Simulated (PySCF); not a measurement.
ammonium, H₄N (charge +1), SMILES [NH4+], point group Td.

Level: B3LYP/pcSseg-2 in PySCF (density fitting, grid level 2); geometry and Hessian at that level, cubic constants and property derivatives from steps of ±0.6 along each species' dimensionless normal coordinates, second-order vibrational perturbation theory. The parent has the commonest isotopes.

Equilibrium geometry (Å):

```tsv
atom	x	y	z
N1	0.0069	0.0023	-0.0137
H2	-0.6256	-0.7073	-0.3934
H3	-0.3004	0.9304	-0.3167
H4	-0.0033	-0.0436	1.0087
H5	0.9568	-0.1704	-0.3536
```

Species: ²H at 2. Output of the displacement run:

```
mode    cm-1    km/mol   phi_rrr   E(+)/cm-1  E(-)/cm-1
  1   1306.46    83.46      12.6     235.66     234.83
  2   1306.66    83.47     -49.8     233.51     237.03
  3   1478.84   143.66     183.4     273.14     259.88
  4   1656.47    28.64     -85.6     294.98     301.04
  5   1656.50    28.63      48.1     299.82     296.23
  6   2510.91    63.00   -1385.2     406.02     505.36
  7   3396.66    52.87   -1216.9     569.79     657.16
  8   3470.36   181.43     534.9     647.45     609.10
  9   3470.55   181.44     778.2     656.19     600.37
```

For the shielding of H4 (σe = 26.61 ppm):

| mode | ω (cm⁻¹) | Σr φrrs (cm⁻¹) | ∂σ/∂q | ∂²σ/∂q² |
| --- | --- | --- | --- | --- |
| 1 | 1306 | 1 | 0.027 | -0.063 |
| 2 | 1307 | 0 | 0.333 | -0.254 |
| 3 | 1479 | -18 | 0.127 | -0.256 |
| 4 | 1656 | 1 | -0.051 | -0.473 |
| 5 | 1656 | 0 | -0.139 | -0.203 |
| 6 | 2511 | -1477 | -0.205 | -0.027 |
| 7 | 3397 | -2813 | -2.142 | 0.326 |
| 8 | 3470 | -2 | -0.577 | -0.009 |
| 9 | 3471 | 6 | 2.804 | 0.465 |

**Question.** Work out the zero-point average of this shielding.

**Answer.** With ⟨qs⟩ = −Σr φrrs/(4ωs) and ⟨qs²⟩ = 1/2: the mean displacements are 0.000, 0.000, 0.003, 0.000, 0.000, 0.147, 0.207, 0.000, 0.000. The anharmonic term Σ (∂σ/∂q)⟨q⟩ is -0.47 ppm, the harmonic term ¼ Σ ∂²σ/∂q² is -0.12 ppm, so ⟨σ⟩ = 26.01 ppm.
